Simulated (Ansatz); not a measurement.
# Cost against result

The pair of CH₄ (SMILES C, atoms 1–5) and SiH₃F (SMILES [SiH3]F, atoms 6–10), both closed shells, in one local arrangement (a lower one may exist), relaxed at PBE0-D4/def2-TZVP:

C1  (0.022, -0.022, -1.893)
H2  (-0.731, 0.726, -1.641)
H3  (-0.035, -0.246, -2.958)
H4  (-0.160, -0.931, -1.321)
H5  (1.013, 0.366, -1.658)
Si6  (-0.015, 0.060, 1.905)
F7  (-0.292, -1.436, 1.407)
H8  (-1.088, 0.935, 1.379)
H9  (1.308, 0.488, 1.392)
H10  (-0.022, 0.060, 3.387)
(Å)

Interaction energies are counterpoise-corrected; the time is that of the whole pair.

Program: Ansatz 0.2.0. Basis: as named in each row. Cores are frozen in the correlated methods. B3LYP uses VWN-RPA correlation. Extrapolation: Hartree–Fock as exp(−7.88 √X), correlation as X^−2.97.

Times are rough, for one single point on 4 threads of a shared host (AMD EPYC 9R45).

The estimate by CCSD(T) at an estimated basis limit (MP2 extrapolated from triple and quadruple zeta, plus CCSD(T) − MP2 in triple zeta) is -0.95 kcal/mol.

| method | basis | time (s) | interaction energy (kcal/mol) | method less estimate |
| --- | --- | --- | --- | --- |
| HF | STO-3G | under 1 | 0.35 | 1.30 |
| PBE-D4 | STO-3G | under 1 | -0.90 | 0.05 |
| SPW92 | def2-SVP | under 1 | -1.45 | -0.50 |
| B3LYP-D4 | 6-31G | under 1 | -1.10 | -0.15 |
| PBE-D4 | def2-SVP | under 1 | -1.16 | -0.21 |
| PBE0-D4 | def2-SVP | under 1 | -1.05 | -0.11 |
| CCSD(T) | def2-SVP | under 1 | -0.13 | 0.82 |
| PBE-D4 | def2-TZVPPD | under 1 | -1.21 | -0.26 |
| revPBE-D4 | def2-TZVPPD | under 1 | -1.05 | -0.10 |
| BLYP-D4 | def2-TZVPPD | under 1 | -0.88 | 0.06 |
| wB97M-V | def2-SVP | under 1 | -0.73 | 0.21 |
| PBE0-D4 | def2-TZVPPD | under 1 | -1.11 | -0.16 |
| B3LYP-D4 | def2-TZVPPD | under 1 | -1.01 | -0.06 |
| HSE06-D4 | def2-TZVPPD | 1 | -1.10 | -0.15 |
| r2SCAN-D4 | def2-TZVPPD | 1 | -0.95 | -0.01 |
| B2PLYP | def2-TZVPPD | 2 | -0.14 | 0.81 |
| wB97X-V | def2-TZVPPD | 2 | -1.01 | -0.06 |
| B97M-V | def2-TZVPPD | 2 | -0.92 | 0.02 |
| wB97M-V | def2-TZVPPD | 2 | -0.92 | 0.02 |
| MP2 | def2-QZVPPD | 6 | -0.81 | 0.14 |
| CCSD(T) | def2-TZVPPD | 22 | -0.81 | 0.14 |

The T1 diagnostic stays at or below 0.012.
